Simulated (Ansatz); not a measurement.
SiC₂, relaxed as a singlet with RKS PBE-D4/def2-TZVP in Ansatz, starting from the GFN1-xTB geometry. Force threshold 0.02 eV/Å.

The structure comes from a short search, and lower isomers may exist.

Start:

```xyz
3

Si   -0.959    0.490   -0.457
C     0.851    0.179   -0.096
C     0.108   -0.669    0.554
```

(1) Estimate the energy that the relaxation releases and the steps that it takes.

(2) Does the start keep its bonding and symmetry?

(3) Predict the relaxed structure.

Results:

(1) 0.7 kcal/mol, in 4 steps; 2.2 s on 4 threads of Arm Neoverse V1 on a shared host. No frequencies were taken in this run, so the end may be a saddle point.

(2) By distances, no bond broke or formed. The bond that changes most is C2–C3, from 1.30 to 1.27 Å (atoms count from 1). Point group C2v at the start, C2v at the end, both within 0.05 Å.

(3) 
```
atom   x (Å)   y (Å)   z (Å)
 Si1  -0.950   0.485  -0.453
  C2   0.838   0.173  -0.092
  C3   0.111  -0.658   0.545
```
Bond lengths: 2 × C–Si 1.85 Å; 1 × C–C 1.27 Å.
